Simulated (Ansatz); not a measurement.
Black phosphorus was calculated with Hartree–Fock (PAW; Ansatz, a quantum-chemistry and plane-wave program).

Settings: plane-wave cutoff 460 eV, 8×8×6 k mesh (along the axes of the cell as run), Fermi–Dirac smearing 0.01 eV, scalar-relativistic PAW data made under PBE.

Cell (relaxed at this level):

Space group Cmce (No. 64); a = 3.3457 Å, b = 14.3733 Å, c = 4.7839 Å, α = β = γ = 90.00°

| atom | site | symmetry | x | y | z |
|---|---|---|---|---|---|
| P | 8f | m.. | 0.0000 | 0.0708 | 0.0989 |
(The calculation used a cell of 4 atoms; values per cell refer to that cell.)

Q: Estimate the band gap and Γ–Γ gap that the calculation returns.

A: 
- band gap: 7.06 eV (direct)
- Γ–Γ gap: 7.79 eV

Measured, for comparison: band gap 0.35 eV (temperature not stated, no zero-point or thermal correction; as tabulated in Das et al. (2018), arXiv:1807.05623). Computed (rounded) less measured: band gap +6.71 eV.

Note: the cell comes from a level without a dispersion term, which matters for the spacing of layers, chains or molecules.

The computed numbers hold no vibrational or temperature effects.

Cost on a shared machine: roughly 3 core-hours.
